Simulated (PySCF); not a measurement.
PH₃.
Numbering: `[PH3:1]` (hydrogens: H2, H3, H4 on P1)

Geometry (PBE0-D3(BJ)/def2-TZVP, Å), atoms numbered from 1 in this order:
```xyz
4
PH3 angstrom
P      0.0237   -0.0407    0.4840
H     -0.5985    1.0183   -0.2283
H      1.1899   -0.0016   -0.3247
H     -0.5897   -1.0409   -0.3153
```

Level: wB97X-D/pcSseg-2 in PySCF, non-relativistic, on one gas-phase PBE0-D3(BJ)/def2-TZVP geometry that isn't relaxed in the solvent. The solvent is an IEF-PCM continuum (van der Waals radii × 1.2). Specific hydrogen bonds and non-electrostatic terms are outside this model.

Gas phase at wB97X-D/pcSseg-2: HOMO -9.77 eV, LUMO 2.35 eV, dipole 0.79 D.

Task: What does the continuum do to the energy, the frontier levels and the dipole at wB97X-D/pcSseg-2 in chloroform?

Result: 
```
   solvent      ε  E(solvent) − E(gas) (kcal/mol)  polarisation term (kcal/mol)  distortion of the solute (kcal/mol)  HOMO (eV)  LUMO (eV)  dipole (D)
chloroform  4.711                           -0.78                         -0.87                                 0.09      -9.70       2.51        0.98
```

The polarisation term is half the interaction of the solute with the surface charges that it induces; the rest is the cost of distorting the solute's density. The sum is the electrostatic part of solvation alone.

Task: Give the dipole vector in the frame of the coordinates (D, pointing from negative to positive charge), gas and chloroform.

Result: Gas (-0.02, 0.03, -0.79), solvent (-0.03, 0.04, -0.98). Its length changes by +24 % and its direction by less than 1°.

The pairwise dispersion term of wB97X-D wasn't added to the energies; at a given geometry it leaves orbitals and properties as they are.
